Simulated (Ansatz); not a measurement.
C2H5Si (`C=C[SiH2]`) radical at its PBE0-D4/def2-TZVP geometry, where that method's forces vanish. Charge 0, multiplicity 2.

```xyz
8

C    -0.7244    0.9902    0.5553
C     0.3990    0.2885    0.3633
Si    0.6374   -0.9183   -1.0004
H    -1.6027    0.8459   -0.0674
H    -0.8127    1.7310    1.3443
H     1.2463    0.4898    1.0170
H    -0.6550   -1.3663   -1.5851
H     1.5121   -2.0608   -0.6269
```

**Question.** What forces (eV/Å) does ωB97M-V/def2-TZVPP give on these atoms in the Gaussian-basis code of Ansatz? (Estimate.)

**Answer.** Computed: 
```
C1   0.035 -0.015 -0.002
C2  -0.040  0.093  0.110
Si3 -0.021 -0.171 -0.106
H4   0.076 -0.001  0.040
H5   0.016 -0.066 -0.064
H6  -0.082  0.000 -0.037
H7   0.122  0.042  0.082
H8  -0.106  0.118 -0.023
```
